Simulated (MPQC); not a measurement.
# HCl (hydrogen chloride): Slater/pc-2

Aim: the energy difference between two shapes of HCl (hydrogen chloride) at Slater/pc-2, from 2 runs. 

Program for the calculation: MPQC 2.3.1.

5 further runs of the same task are left out: 5 set aside as unsound or not needed.

### 1 The system as given

The species is HCl (2 atoms), meant as a singlet with charge 0. SMILES: `Cl`. The shape is that of a PBE0-D4/def2-TZVP optimisation.

Bond lengths: Cl1–H2 1.279 Å.

### 2 Energy and forces at Slater/pc-2

run.in reads:

```
% KS/pc-2
symmetry: auto
checkpoint: no
method: KS (xc = HFS grid = xfine)
gradient: yes
memory: 1000000000
charge: 0
basis: pc-2
molecule:
  Cl 0.546000 -0.178500 0.280800
  H  -0.546000 0.178500 -0.280800
```

Run with:

```
$ mpqc run.in > run.out
```

Standard output, shortened:

```text
MPQC: Massively Parallel Quantum Chemistry
[...]
  Integrated electron density error = -0.000002477261
  iter     1 energy = -457.5472015495 delta = 1.57302e-01
  Integrated electron density error = 0.000002243044
  iter     2 energy = -457.9232138467 delta = 4.30325e-02
[...]
  Integrated electron density error = 0.000000004179
  iter     9 energy = -457.9492757993 delta = 1.23295e-06
  Integrated electron density error = 0.000000004179
  iter    10 energy = -457.9492757993 delta = 3.41053e-07
  Integrated electron density error = 0.000000004181
  iter    11 energy = -457.9492757993 delta = 4.74895e-08
[...]
  LUMO is     6  A1 =   0.001422
  total scf energy = -457.9492757993
[...]
  Integrated electron density error = 0.000000001891
  Total Gradient:
[...]
Value of the MolecularEnergy: -457.9492757993
  Gradient of the MolecularEnergy:
      1   -0.0156696934
      2    0.0051227480
      3   -0.0080587390
      4    0.0156696934
      5   -0.0051227480
      6    0.0080587390
  Closed Shell Kohn-Sham (CLKS) Parameters:
    Function Parameters:
      value_accuracy    = 3.454325e-09 (1.000000e-08) (computed)
      gradient_accuracy = 3.454325e-07 (1.000000e-06) (computed)
      hessian_accuracy  = 0.000000e+00 (1.000000e-04)
[...]
        symmetry = c2v
[...]
```

Wall time 7.8 s (1 thread of Intel Xeon at 2.50GHz (Skylake/Cascade Lake), shared host).

### 3 The distorted shape, same level

input.in reads:

```
% RKS/pc-2
basis: pc-2
gradient: yes
optimize: no
symmetry: auto
method: RKS (xc = HFS grid = xfine)
molecule: (angstrom)
  Cl       0.537198      -0.174836       0.278205
  H       -0.542263       0.218535      -0.277871
checkpoint: no
memory: 1000000000
```

Run with:

```
$ mpqc input.in > input.out
```

Standard output, shortened:

```text
MPQC: Massively Parallel Quantum Chemistry
[...]
  Integrated electron density error = 0.000020356910
  iter     1 energy = -457.5469732709 delta = 1.57296e-01
  Integrated electron density error = -0.000000203169
  iter     2 energy = -457.9230961439 delta = 4.30401e-02
[...]
  Integrated electron density error = 0.000000001396
  iter     9 energy = -457.9491894222 delta = 1.37640e-06
  Integrated electron density error = 0.000000001396
  iter    10 energy = -457.9491894222 delta = 3.44289e-07
  Integrated electron density error = 0.000000001399
  iter    11 energy = -457.9491894222 delta = 4.64583e-08
[...]
  LUMO is     6  A1 =   0.001975
  total scf energy = -457.9491894222
[...]
  Integrated electron density error = -0.000000000964
  Total Gradient:
[...]
Value of the MolecularEnergy: -457.9491894222
  Gradient of the MolecularEnergy:
      1   -0.0168136566
      2    0.0061271193
      3   -0.0086614929
      4    0.0168136566
      5   -0.0061271193
      6    0.0086614929
  Closed Shell Kohn-Sham (CLKS) Parameters:
    Function Parameters:
      value_accuracy    = 3.046467e-09 (1.000000e-08) (computed)
      gradient_accuracy = 3.046467e-07 (1.000000e-06) (computed)
      hessian_accuracy  = 0.000000e+00 (1.000000e-04)
[...]
        symmetry = c2v
[...]
```

It took 7.2 s on 1 thread of Intel Xeon at 2.50GHz (Skylake/Cascade Lake), shared host.

### 4 Outcome

Level: Slater/pc-2.

| quantity | value |
| --- | --- |
| first shape: total energy | -457.94928 Eh |
| first shape: HOMO energy | -6.85 eV |
| first shape: LUMO energy | 0.04 eV |
| first shape: HOMO–LUMO gap | 6.89 eV |
| first shape: largest force on an atom | 0.944 eV/Å |
| distorted shape: total energy | -457.94919 Eh |
| distorted shape: HOMO energy | -6.85 eV |
| distorted shape: LUMO energy | 0.05 eV |
| distorted shape: HOMO–LUMO gap | 6.90 eV |
| distorted shape: largest force on an atom | 1.022 eV/Å |
| energy change with the atoms displaced | 0.002 eV |

With the atoms displaced the energy rises by 0.00 eV (0.1 kcal/mol). The first shape isn't relaxed at this level, so the change isn't measured from a minimum. The largest force (first shape) is 0.94 eV/Å: the shape isn't a stationary point for this species at this level.
